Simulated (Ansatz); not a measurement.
# Titanium, hcp: convergence with the k-point mesh

Computed with Ansatz, PBE, scalar-relativistic PAW, on the relaxed cell (a = 2.939 Å, c = 4.656 Å (c/a = 1.584); spin not included). Errors count from a run at 420 eV on a Γ-centred 20×20×11 mesh with Fermi-Dirac smearing of 0.1 eV, extrapolated to zero width. Fixed here: cutoff 420 eV, Fermi-Dirac width 0.1 eV. The SCF starts from atomic densities corrected by a trained network.

```tsv
k-mesh	E(σ→0) error (meV/atom)	P (GPa)	SCF iterations
2×2×1	-350.6	-6.14	6
3×3×2	-37.8	-1.25	6
4×4×3	13.1	0.44	6
6×6×4	4.7	0.02	6
8×8×4	-6.2	-0.15	6
10×10×6	0.6	0.01	6
18×18×10	0.0	0.00	6
```

Question: What does the run at 13×13×7 give (k-mesh)?

Answer: E(σ→0) error (meV/atom): 0.1; P (GPa): 0.01; SCF iterations: 6.

Within 5 meV/atom of the last row: from 10×10×6 on.
